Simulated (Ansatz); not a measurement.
# CH2Al+ (triplet): the correlation ladder, def2-QZVPP

The task here is to estimate one member of a computed series from the others.

Program: Ansatz 0.2.0, Gaussian basis. Level of theory: def2-QZVPP, core rule «outside noble gas», up to 6 orbitals frozen. These are calculated values, not measurements.

The runs, in order: UHF; ROHF; CCSD(T) on UHF.

### The geometry

The geometry is a PBE0/def2-TZVP stationary point (not a proven minimum) of the parent state, kept for this charge and spin.

4 atoms, charge 1, spin multiplicity 3.

Atoms are counted from 1 here; the program's logs count them from 0.

Bond lengths: Al1–C2 1.923 Å, Al1–H3 1.613 Å, C2–H4 1.088 Å. Angles: C2–Al1–H3 117.5°, Al1–C2–H4 152.8°.

Set-up of the first run:

The input, in.yaml:

```yaml
crystal:
  periodic: [false, false, false]
  atoms:
    - {symbol: Al, position_ang: [0.000000, -0.074388, 0.613390]}
    - {symbol: C, position_ang: [0.000000, 0.010117, -1.308029]}
    - {symbol: H, position_ang: [0.000000, 1.321704, 1.420502]}
    - {symbol: H, position_ang: [0.000000, 0.549036, -2.253748]}
basis:
  gaussian: {orbitals: "def2-QZVPP.json"}
total_charge: 1
magnetization: {spin_polarized: true, initial_magnetization: 2}
hamiltonian: {xc: hf}
output: {orbitals: {seedname: orbitals}}
```

Launch:

```sh
ansatz run in.yaml --threads 1 --pin off --events-out ev --progress --plain --max-ram 2393MiB
```

Steps of the session up to this table: UHF; ROHF; CCSD(T) on UHF.

One of the session's tables, all rows but one given; the rest of the session is left out.

| method | from UCCSD(T) (meV) |
| --- | --- |
| ROHF | ? |
| UHF | +5535.8 |
| UMP2 | +940.3 |
| UCCSD | +187.8 |
| UCCSD(T) | 0 |

**Question.** Estimate the row for ROHF.

As computed: from UCCSD(T) (meV): +5779.4. In the column «from UCCSD(T) (meV)» it is the highest.
